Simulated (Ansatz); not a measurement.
The parent structure is CdTe in the zinc blende structure (space group F-43m, No. 216).

```xyz
2
Lattice="0.0000 3.2447 3.2447 3.2447 0.0000 3.2447 3.2447 3.2447 0.0000" Properties=species:S:1:pos:R:3 pbc="T T T"
Te     1.6223     1.6223     1.6223
Cd     0.0000     0.0000     0.0000
```

Computed with PBEsol (Ansatz, a quantum-chemistry and plane-wave program, PAW, spin-orbit coupling left out).

Now apply this change: S takes the place of Te on all its sites; the structure is relaxed again.

Measured lattice parameter a: CdTe 6.48 Å (room temperature; as listed in M J Lucero, T M Henderson, G E Scuseria, Journal of Physics Condensed Matter (2012)); CdS 5.832 Å (room temperature; as listed in arXiv:1206.3780).

Question: How well does PBEsol reproduce the measured shift?

Answer: With PBEsol the lattice parameter a moves by -0.665 Å (6.489 → 5.825) against -0.648 Å measured.

Stability against distortions was not tested.
